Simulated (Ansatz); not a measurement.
Compare A (`C=C(C)C(=O)O`) with its isomer B (`CC1(C=O)CO1`).

Isolated molecules relaxed with PBE0-D4/def2-TZVP in Ansatz; ΔE leaves out vibrations. CBS: MP2 limit from def2 TZ/QZ plus the TZ coupled-cluster correction, frozen cores. DFT in def2-TZVPP. B3LYP here is the variant with VWN-RPA as its local correlation; programs differ in this. One conformer a species, not always the lowest.

Question: Which isomer does CCSD(T)/CBS put lower? Give the gap. (Estimate.)

Answer: Computed: A, by 148.7 kJ/mol.

Question: Give E(B) − E(A) in kJ/mol with B2PLYP, CCSD(T)/def2-TZVPP, MP2/def2-TZVPP, r2SCAN-D4, B3LYP, B3LYP-D4, CCSD/def2-TZVPP. (Estimate.)

Answer: Ansatz gave: B2PLYP 151.5, CCSD(T)/def2-TZVPP 146.2, MP2/def2-TZVPP 144.0, r2SCAN-D4 147.4, B3LYP 153.6, B3LYP-D4 154.4, CCSD/def2-TZVPP 145.3. None reverses the order clearly.

Largest T1 diagnostic: 0.014.

In def2-TZVPP, CCSD(T) changes the Hartree–Fock value by −12.8 kJ/mol (the triples alone add +0.9 kJ/mol) and MP2 by −15.0 kJ/mol.
